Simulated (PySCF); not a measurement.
## HAlO at several levels of theory

All levels use the PBE0 minimum (singlet; Al–H 1.568 Å, Al–O 1.594 Å; H–Al–O 180.0°), basis [Al def2-TZVP, O def2-TZVP, H def2-TZVP], no relativity, density fitting, no spin–orbit coupling, PySCF. For vertical energies the ionised species is a doublet (spins chosen at PBE0 and kept) and the electron-attached one a doublet. Atomisation goes to high-spin ground-configuration atoms, without zero-point energy. Open shells are unrestricted, also as the reference of the correlated levels. A dash marks a value that was not computed or is not defined at that level.

| level | atomisation (kJ/mol) | vertical IP (eV) | vertical EA (eV) | −ε(HOMO) (eV) | gap (eV) | dipole (D) |
| --- | --- | --- | --- | --- | --- | --- |
| CCSD(T) | 790 | 9.94 | -0.50 | – | – | – |
| HF | 455 | 7.73 | -0.86 | 10.88 | 12.18 | 5.63 |
| MP2 | 845 | 10.29 | -0.75 | – | – | – |
| PBE0 | 786 | 9.83 | -0.25 | 7.60 | 5.99 | 4.72 |
| PBE | 844 | 10.24 | -0.24 | 6.32 | 3.85 | 4.26 |
| B3LYP | 811 | 10.02 | -0.23 | 7.38 | 5.47 | 4.64 |
| r2SCAN | 829 | 9.97 | -0.18 | 6.53 | 4.39 | 4.49 |
| wB97X | 812 | 9.84 | -0.43 | 10.00 | 10.38 | 4.94 |

For HAlO itself CCSD(T) correlates 10 electrons; T1 = 0.030, D1 = 0.058, (T) = -42 kJ/mol. T1 is large, so the single-reference value is itself in doubt.

Problem. Which levels differ least and most from CCSD(T) in the atomisation?

Solution. Least: PBE0 (-4 kJ/mol); most: HF (-335 kJ/mol). CCSD(T) atomisation energies in a triple-zeta basis lie tens of kJ/mol low, so this is no ranking by accuracy.

Spin contamination in at least one species weakens the values at: HF, MP2.

Without diffuse functions attachment energies tend to come out too low.
